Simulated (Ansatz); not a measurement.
HSeN, triplet in cc-pVDZ: errors against UCCSDTQ

Geometry: that of the HSeN, singlet, kept fixed. The singlet lies 0.4 eV lower here.

```xyz
3

N     0.0000    0.0874    1.4042
Se    0.0000   -0.0334   -0.2390
H     0.0000    1.4041   -0.7920
```

Basis cc-pVDZ; Ansatz 0.2.0. Only valence electrons are correlated (noble-gas cores and the filled d shells of p-block atoms frozen), which leaves 12 electrons in 31 orbitals. R marks a restricted (for open shells ROHF) determinant, U an unrestricted one. Active spaces: valence = (12e, 9o) chosen from the atoms' valence shells. No spin–orbit coupling is included, and no scalar relativity.

Full CI isn't at hand for all of this; UCCSDTQ serves as the reference, and is uncertain by about the last step of the cluster series. The frozen core follows each run's orbitals, which can shift R against U totals by a few meV for light atoms and by up to 0.1 eV past Ca.

* UHF ⟨S²⟩: 2.039
* T1 diagnostic (RCCSD): 0.0428
* largest doubles amplitude (RCCSD): 0.058
* T1 diagnostic (UCCSD): 0.0326

| level | E − E(UCCSDTQ) (meV) | share of correlation (%) | wall time |
| --- | --- | --- | --- |
| UHF | 7213 | 4.09 | – |
| UMP2 | 1174 | 84.39 | – |
| UCCSD | 252 | 96.65 | – |
| UCCSD(T) | 47 | 99.38 | 4.4 s |
| UCCSDT | 16 | 99.78 | – |
| UCCSDT(Q) | -2 | 100.02 | 19 s |

The correlation energy at UCCSDTQ, counted from RHF, is -7.521 eV. That run took 56 s on 2 threads of AMD EPYC 7R13 with a shared H100 80 GB, shared host.

Run but not shown, since their state or frozen core can't be matched to the reference's or they repeat it: RHF, RMP2, CISD, RCCSD, RCCSD(T), BCCD(T), RCCSDT, RCCSDT(Q), RCCSDTQ, CASSCF (valence space), NEVPT2 (valence space), MRCISD (valence space), MRCISD+Q (valence space).

Times hold each run's SCF and search for its determinant on a shared host, so for small cases they say little of a method's own cost; they ran on 1 thread of AMD EPYC 7R13.

Natural occupations of CASSCF (valence space) about the gap: 1.982 1.965 1.961 1.017 1.001 0.044 0.039; effectively unpaired electrons, Σ n²(2−n)², 2.02.
